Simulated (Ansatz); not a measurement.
in.yaml

```yaml
crystal:
  periodic: [false, false, false]
  atoms:
    - {symbol: Si, position_ang: [-1.095022, -0.008048, 0.002339]}
    - {symbol: P, position_ang: [1.149978, 0.008452, -0.002457]}
    - {symbol: H, position_ang: [-1.619119, 1.385319, 0.005761]}
    - {symbol: H, position_ang: [-1.601124, -0.712390, 1.212266]}
    - {symbol: H, position_ang: [-1.606323, -0.708402, -1.207717]}
basis:
  gaussian: {orbitals: cc-pVDZ}
magnetization: {spin_polarized: false, initial_magnetization: 2}
correlation: {method: ccsdt_q, electrons: outside_noble_gas}
```

```sh
$ ansatz run in.yaml --threads 1 --pin off --events-out ev --progress --plain --max-ram 2393MiB
```

Log:

```
977 factors; integrals over basis functions are off by at most 1.8e-7 eV
mean field evaluation 1: about -17179.8643 eV, gradient 1.0e1 eV
mean field evaluation 2: about -17179.8665 eV, gradient 1.0e1 eV
mean field evaluation 4: about -17180.8345 eV, gradient 5.4e-1 eV
mean field evaluation 8: about -17180.8363 eV, gradient 1.3e-4 eV
mean field evaluation 16: about -17180.8363 eV, gradient 1.3e-6 eV
mean field evaluation 32: about -17178.2389 eV, gradient 3.7e-1 eV
mean field -17180.83630616 eV, -631.3840886623 hartree, gradient 1.3e-6 eV, S^2 2.000000; 2 other end points of the search recorded, 0 dependent functions left out
mean field evaluation 64: about -17180.9895 eV, gradient 2.4e-1 eV
determinant -17180.83630616 eV, -631.3840886623 hartree, with singles and doubles -17187.02686033 eV, -631.6115873318 hartree
determinant -17178.24208155 eV, -631.2887526663 hartree, with singles and doubles -17184.46397452 eV, -631.5174030155 hartree
determinant -17178.24206606 eV, -631.2887520970 hartree, with singles and doubles -17184.46402030 eV, -631.5174046979 hartree
10 core orbitals not correlated: weight in the atoms' cores, before any rotation towards them, 1.000 or more for the frozen orbitals, at most 0.000 for the correlated occupied ones
reference -17180.83630616 eV, -631.3840886623 hartree; 7, 5 occupied and 34, 36 virtual orbitals, 977 factors
second order -4.96359092 eV of doubles, -0.08875962 eV of singles
cycle   1  -5.89637707 eV  change   -8.4e-1 eV  update   7.6e-2
cycle   2  -6.31746081 eV  change   -4.2e-1 eV  update   3.1e-2
cycle   3  -6.36805667 eV  change   -5.1e-2 eV  update   1.3e-2
cycle   4  -6.37091810 eV  change   -2.9e-3 eV  update   5.7e-3
cycle   5  -6.37197145 eV  change   -1.1e-3 eV  update   2.3e-3
cycle   6  -6.37071602 eV  change    1.3e-3 eV  update   1.1e-3
cycle   7  -6.37081576 eV  change   -1.0e-4 eV  update   5.0e-4
cycle   8  -6.37135087 eV  change   -5.4e-4 eV  update   2.2e-4
cycle   9  -6.37131645 eV  change    3.4e-5 eV  update   9.3e-5
cycle  10  -6.37121902 eV  change    9.7e-5 eV  update   4.3e-5
cycle  11  -6.37124113 eV  change   -2.2e-5 eV  update   2.0e-5
cycle  12  -6.37126459 eV  change   -2.3e-5 eV  update   9.9e-6
cycle  13  -6.37127402 eV  change   -9.4e-6 eV  update   4.0e-6
cycle  14  -6.37127344 eV  change    5.8e-7 eV  update   2.0e-6
cycle  15  -6.37127051 eV  change    2.9e-6 eV  update   8.7e-7
cycle  16  -6.37127020 eV  change    3.1e-7 eV  update   3.2e-7
perturbative correction -0.00746075 eV, -0.0002741777 hartree
Total energy: -17187.21503711 eV, -631.6185027012 hartree
```

For the same geometry and basis UCCSDT(Q) lies 0.5 meV lower.

Ran on 1 thread of Arm Neoverse V1, shared host: 45 s wall, 0.63 GiB peak host memory.
